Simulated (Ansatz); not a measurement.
P5⁺. Total charge 1; singlet. Geometry B3LYP-D4/def2-SVP.

Cartesian coordinates in Å:
```
P 0.883 -0.946 0.548
P -1.370 -0.829 -0.122
P -0.626 0.694 1.306
P 0.184 -0.221 -1.580
P 0.929 1.301 -0.152
```

The structure comes from a short search, and lower isomers may exist.

Estimate the orbital energies around the gap (eV) in Ansatz with HF/STO-3G, HF/6-31G, PBE-D4/def2-SVP, PBE-D4/def2-TZVP, PBE0-D4/def2-TZVP.


| orbital | HF/STO-3G | HF/6-31G | PBE-D4/def2-SVP | PBE-D4/def2-TZVP | PBE0-D4/def2-TZVP |
| --- | --- | --- | --- | --- | --- |
| HOMO−9 | -26.42 | -29.42 | -21.20 | -20.72 | -22.68 |
| HOMO−8 | -23.85 | -26.81 | -19.57 | -19.19 | -20.96 |
| HOMO−7 | -19.49 | -22.16 | -16.46 | -16.24 | -17.74 |
| HOMO−6 | -16.05 | -19.22 | -15.06 | -14.65 | -15.88 |
| HOMO−5 | -15.27 | -18.46 | -14.50 | -14.27 | -15.50 |
| HOMO−4 | -13.60 | -16.95 | -13.72 | -13.38 | -14.38 |
| HOMO−3 | -13.60 | -16.95 | -13.72 | -13.38 | -14.38 |
| HOMO−2 | -13.23 | -16.56 | -13.15 | -12.87 | -13.88 |
| HOMO−1 | -12.21 | -15.39 | -11.68 | -11.40 | -12.41 |
| HOMO | -12.21 | -15.39 | -11.68 | -11.40 | -12.41 |
| LUMO | -1.51 | -5.85 | -9.07 | -8.82 | -8.07 |
| LUMO+1 | 0.13 | -4.72 | -8.18 | -7.99 | -7.17 |
| LUMO+2 | 0.13 | -4.72 | -8.18 | -7.99 | -7.17 |
| LUMO+3 | 1.82 | -4.37 | -7.50 | -7.37 | -6.51 |
| LUMO+4 | 2.54 | -3.67 | -7.24 | -7.16 | -6.27 |
| LUMO+5 | 2.55 | -3.67 | -7.24 | -7.16 | -6.27 |
